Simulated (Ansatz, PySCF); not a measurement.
Bond stretch in Na2, singlet.

- UCCSD = CCSD on UHF/aug-cc-pVDZ, frozen core run with Ansatz (a quantum-chemistry and plane-wave program)
- UMP2 = Ansatz with MP2 on UHF/aug-cc-pVDZ, frozen core
- UKS-LDA (SVWN5)/6-31G* = unrestricted LDA (SVWN5)/6-31G*, spherical d (PySCF 2.14.0)

Total energies in hartree (comparable only within one method and basis):

```
R / Å       UCCSD        UMP2  UKS-LDA (SVWN5)/6-31G*
-----  ----------  ----------  ----------------------
2.47   -323.71732  -323.70527              -322.86304
2.66   -323.72443  -323.71180              -322.86714
2.78   -323.72740  -323.71439              -322.86866
2.88   -323.72914  -323.71586              -322.86938
2.99   -323.73041  -323.71686              -322.86966
3.10   -323.73110  -323.71737              -322.86945
3.15   -323.73124  -323.71746              -322.86922
3.24   -323.73127  -323.71744              -322.86861
3.44   -323.73045  -323.71681              -322.86660
3.59   -323.72925  -323.71601              -322.86466
3.79   -323.72715  -323.71474              -322.86172
4.16   -323.72262  -323.71237              -322.85587
4.68   -323.71656  -323.70975              -322.84856
5.08   -323.71295  -323.70842              -322.84460
5.65   -323.70961  -323.70730              -322.84101
6.19   -323.70790  -323.70676              -322.83915
6.78   -323.70698  -323.70646              -322.83812
7.60   -323.70647  -323.70628              -322.83753
8.46   -323.70630  -323.70621              -322.83732
9.42   -323.70622  -323.70617              -322.83724
```

The unrestricted determinant behind UCCSD, UMP2 is spin-contaminated at 2.47 to 9.42 Å (<S²> up to 1.0, against 0.00 for a pure singlet). With two correlated electrons CCSD is exact in the basis where it finds the lowest root (UCCSD). The unrestricted determinant behind UKS-LDA (SVWN5)/6-31G* is spin-contaminated at 4.68 to 9.42 Å (<S²> up to 1.0, against 0.00 for a pure singlet).
